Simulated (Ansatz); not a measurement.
## Strength of the C–H bond: SiH3(CH3) → SiH3(CH2) + H

Species: SiH3(CH3) (methylsilane), singlet; SiH3(CH2), doublet; H atom, doublet. 

Shapes, held fixed at every level: PBE0-D4/def2-TZVP. Programs: Ansatz 0.2.0. The zero-point and thermal change to 298 K, harmonic and unscaled (PBE0-D4/def2-TZVP), is -29.7 kJ/mol.

```tsv
level	kind	ΔH(298 K) (kJ/mol)	less CCSD(T)/CBS estimate	CPU time (sum over the molecules)
r2SCAN-D4/def2-TZVPP	meta-GGA	+404.9	-21.7	14 s
wB97X-V/def2-TZVPP	range-separated hybrid	+422.9	-3.7	20 s
MP2/def2-SVP	perturbation theory	+409.0	-17.6	–
CCSD(T)/def2-SVP	coupled cluster or CI	+411.0	-15.6	3.6 s
CCSD(T)/def2-TZVPP	coupled cluster or CI	+419.7	-6.9	65 s
CCSD/def2-TZVPP	coupled cluster or CI	+415.3	-11.3	–
CCSD(T)/CBS estimate	coupled cluster or CI	+426.6	0.0	95 s
```

The highest level, CCSD(T)/CBS estimate, gives ΔH(298 K) = +426.6 kJ/mol; the levels span +404.9 to +426.6. The column of differences is taken from that level and isn't an error. No measured value is set beside it here. Open shells run unrestricted unless RO is named. The CBS estimate extrapolates MP2 from def2-TZVPP and def2-QZVPP and adds CCSD(T) − MP2 in the triple-zeta set, cores frozen. Times are processor times on shared x86 and Arm servers, and rough.
